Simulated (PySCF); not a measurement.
# Nuclear quadrupole coupling in H2S

Species: H2S.
Structure used (PBE0-D3(BJ)/def2-SVP), in Å, numbered top down from 1:
```xyz
3
H2S angstrom
S     -0.6197   -0.0135   -0.1157
H      0.3081    0.9208    0.1787
H      0.2951   -1.0046   -0.0828
```

The species is `S` (H2S).

Field gradients from the PBE0/pcSseg-1 density (PySCF, non-relativistic), principal values in atomic units, ordered |Vxx| ≤ |Vyy| ≤ |Vzz|:

| atom | Vxx | Vyy | Vzz |
| --- | --- | --- | --- |
| S1 | 0.6024 | 2.2404 | -2.8427 |

**Question.** Find the asymmetry η = (Vxx − Vyy)/Vzz and the couplings χ = eQV/h (234.96 MHz × Q in barn × V in au), with Q(33S) = −0.0678 b.

**Answer.** 
```json
{"atom": "S1", "environment": "sulfur bonded to 2 H", "nucleus": "33S", "η": "0.58", "χzz (MHz)": "45.29", "χxx (MHz)": "-9.60", "χyy (MHz)": "-35.69"}
```

The tensor is traceless: Vxx + Vyy + Vzz = 0.

**Question.** What is Vzz at S1 in SI units (1 au = 9.71736 × 10²¹ V/m²)?

**Answer.** -2.8427 au = -27.624 × 10²¹ V/m².

**Question.** What couplings would deuterons (Q(2H) = 0.00286 b) have in place of the hydrogens, at this geometry?

**Answer.** 
```json
{"atom": "H2", "bonded to": "S1", "bond length (Å)": "1.349", "Vzz (au)": "0.2250", "η": "0.18", "χzz (kHz)": "151"}
{"atom": "H3", "bonded to": "S1", "bond length (Å)": "1.349", "Vzz (au)": "0.2251", "η": "0.18", "χzz (kHz)": "151"}
```

Isolated species at its PBE0-D3(BJ)/def2-SVP geometry, gas phase. With a basis this small, the couplings can be 20 % off.
